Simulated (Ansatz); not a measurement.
Molecule: OCl, charge 0, multiplicity 2. 
Coordinates optimised at B3LYP-D3(BJ)/def2-TZVP (Ansatz, a quantum-chemistry and plane-wave program):
```xyz
2

Cl     0.0000     0.0000    -0.5055
O      0.0000     0.0000     1.0742
```
Charge 0, spin multiplicity 2.

Wanted: vertical electron affinity (to the singlet state of charge -1; a negative value means that the extra electron is unbound and the number depends on the basis; each state is the SCF solution reached for its spin), in eV. Valence correlation only, unless marked. Open shells are spin-unrestricted. No spin-orbit coupling. No relativistic terms. Anions need diffuse functions: aug- sets have them; def2-D sets add few. CBS marks a two-point X^-3 extrapolation of the correlation energy; Hartree-Fock from the larger set.

```tsv
level	program	vertical electron affinity (eV)	minus last row
PBE/def2-TZVPD	Ansatz	1.99	-0.23
CAM-B3LYP/def2-TZVPD	Ansatz	2.15	-0.07
CCSD/def2-SVPD	Ansatz	1.92	-0.30
CCSD/aug-cc-pV(T+d)Z	Ansatz	2.00	-0.22
CCSD/CBS(aug-cc-pV(T+d)Z,aug-cc-pV(Q+d)Z)	Ansatz	2.14	-0.08
CCSD(T)/aug-cc-pV(D+d)Z	Ansatz	1.91	-0.31
CCSD(T)/def2-SVPD	Ansatz	1.96	-0.26
CCSD(T)/aug-cc-pV(T+d)Z	Ansatz	2.07	-0.15
CCSD(T)/aug-cc-pV(Q+d)Z	Ansatz	2.16	-0.06
CCSD(T)/CBS(aug-cc-pV(T+d)Z,aug-cc-pV(Q+d)Z)	Ansatz	2.22	0.00
```
